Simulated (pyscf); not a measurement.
Single points on ωB97X-D3(BJ)/def2-SVP structures (PySCF, gas phase).

Q: How much does it cost (ΔH, 298 K, ωB97M-D3(BJ)/def2-TZVP) to split H₂N–Mo(=O)(=O)–Cl at its Mo–N bond into NH₂• + [O=Mo(=O)–Cl]•?

A: Mo–N to NH₂• + [O=Mo(=O)–Cl]•: 3.93 eV. The 7 functionals that were run give +3.87 (M06-2X) to +4.19 eV (PBE). The radicals are drawn with the spin at the cut bond; how far it spreads was not checked. Other isomers of [O=Mo(=O)–Cl]• were not searched in full and may lie lower. Open-shell species with a d-block atom are single-reference here; other states, and whether the spin sits on metal or ligand, were not checked. Elements past Kr carry the def2 core potentials, without spin-orbit coupling.
